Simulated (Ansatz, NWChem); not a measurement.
# Worked example: the enthalpy of formation of C2H2O (ethynol)

The species is C2H2O (5 atoms), meant as a singlet with charge 0. As SMILES, `C#CO`. The shape is that of a PBE0-D4/def2-TZVP optimisation.

Total energies at CCSD(T)/cc-pVTZ, 3 core orbitals frozen (NWChem 7.3.0); the atoms run unrestricted:

```tsv
species	state	energy (Eh)
C2H2O	singlet	-152.303465
C	triplet	-37.780762
O	triplet	-74.973962
H	doublet	-0.499810
```

Harmonic wavenumbers at PBE0-D4/def2-TZVP, in cm⁻¹: 409, 453, 549, 649, 1111, 1251, 2304, 3500, 3811.

Measured heats of formation of the gaseous atoms at 298.15 K, in kJ/mol: C 716.9, O 249.2, H 218.0. Spin-orbit lowering of the atoms at 298 K (mean of the ground term's levels less their thermal mean, from spectra), in kJ/mol: C 0.02, O 0.40. Take 1 Eh = 2625.50 kJ/mol, 1 cm⁻¹ = 0.0119627 kJ/mol, RT = 2.479 kJ/mol.

**Question.** What heat of formation follows?

**Answer.** 
1. Electronic atomisation energy: 2 × (-37.780762) + (-74.973962) + 2 × (-0.499810) − (-152.303465) = 0.768359 Eh = 2017.3 kJ/mol.
2. Zero-point energy: half the sum of the wavenumbers, 7018.5 cm⁻¹ = 84.0 kJ/mol.
3. Thermal vibrational enthalpy, Σ hcν̃/(exp(hcν̃/kT) − 1): 2.4 kJ/mol. Translation, rotation and pV of a non-linear molecule: 4 RT = 9.9 kJ/mol.
4. The 5 free atoms carry 5/2 RT each: 31.0 kJ/mol.
5. Spin-orbit coupling lowers the free atoms by 2 × 0.02 + 0.40 = 0.4 kJ/mol.
6. Atomisation enthalpy at 298 K: 2017.3 − 0.4 − 84.0 − 2.4 − 9.9 + 31.0 = 1951.6 kJ/mol.
7. Sum of the atoms' heats of formation: 2119.0 kJ/mol. Heat of formation: 2119.0 − 1951.6 = +167.4 kJ/mol.

The tabulated value is +92.7 kJ/mol (Active Thermochemical Tables), so this level is off by +74.7 kJ/mol, or 3.7 % of the atomisation enthalpy that the table implies (2026.3 kJ/mol). Coupled cluster needs large bases for atomisation: in a finite one the molecule is underbound. Anharmonicity and any spin-orbit splitting of the molecule are left out, and cores are frozen in the wave-function part.
